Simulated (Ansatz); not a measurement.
Geometry optimisation, UKS PBE0-D4/def2-SVP (Ansatz).

The input (input.yaml):

```yaml
crystal:
  periodic: [false, false, false]
  atoms:
    - { symbol: Mg, position_ang: [-0.211749, -0.415977, -0.061966] }
    - { symbol: H, position_ang: [0.42977, 2.527299, -0.261127] }
    - { symbol: C, position_ang: [1.249996, -1.406715, 1.051156] }
    - { symbol: H, position_ang: [-0.207065, 2.252748, -0.397691] }
    - { symbol: "N", position_ang: [-1.704549, 0.603343, -1.058802] }
    - { symbol: H, position_ang: [0.893952, -2.383045, 1.422314] }
    - { symbol: H, position_ang: [1.566307, -0.821193, 1.931286] }
    - { symbol: H, position_ang: [2.155496, -1.602876, 0.451551] }
    - { symbol: H, position_ang: [-1.517266, 1.00732, -1.975545] }
    - { symbol: H, position_ang: [-2.654992, 0.238995, -1.101176] }
magnetization:
  spin_polarized: true
basis:
  gaussian: { orbitals: def2-SVP }
hamiltonian:
  xc: pbe0
  dispersion: d4
relax:
  f_tol: 0.03
  max_steps: 50
```

Launched with:

```bash
$ ansatz run input.yaml --threads 2 --pin off --max-ram 3072MiB --backend cpu --events-out ev --progress --plain --runs-dir out
```

Problem. Where does it end, and by what steps?

Solution. The run converged. The force dipped under the threshold on the way, but the program's further checks kept it going. After 21 steps the energy has fallen by 0.267 eV; H2 moved furthest, 0.88 Å.

| step | energy less start (eV) | largest force component (eV/Å) | accepted |
| --- | --- | --- | --- |
| 0 | 0.0000 | 2.343 | yes |
| 1 | -0.1815 | 0.942 | yes |
| 2 | -0.2113 | 0.827 | yes |
| 3 | -0.2197 | 0.611 | yes |
| 4 | -0.2392 | 0.341 | yes |
| 5 | -0.2364 | 0.895 | no |
| 6 | -0.2469 | 0.111 | yes |
| 7 | -0.2503 | 0.021 | yes |
| 8 | -0.2532 | 0.293 | yes |
| 9 | -0.2571 | 0.313 | yes |
| 10 | -0.2598 | 0.268 | yes |
| 11 | -0.2609 | 0.225 | yes |
| 12 | -0.2652 | 0.020 | yes |
| 13 | -0.2657 | 0.041 | yes |
| 14 | -0.2660 | 0.038 | yes |
| 15 | -0.2663 | 0.048 | yes |
| 16 | -0.2666 | 0.077 | yes |
| 17 | -0.2668 | 0.045 | yes |
| 18 | -0.2670 | 0.033 | yes |
| 19 | -0.2671 | 0.039 | yes |
| 20 | -0.2672 | 0.037 | yes |
| 21 | -0.2673 | 0.026 | yes |

```xyz
10
Properties=species:S:1:pos:R:3
Mg -0.372 -0.288 -0.128
H 0.952 1.858 -0.041
C 1.157 -1.160 1.003
H 0.333 2.133 -0.396
N -1.838 0.352 -1.152
H 0.938 -2.208 1.271
H 1.330 -0.621 1.951
H 2.119 -1.169 0.460
H -1.950 1.276 -1.562
H -2.670 -0.174 -1.407
```

Whether the end is a true minimum wasn't checked by a vibrational analysis.

Time of the run: 29 s on 2 threads of Intel(R) Xeon(R) 6975P-C (Granite Rapids) (shared host), peak memory 0.22 GiB.
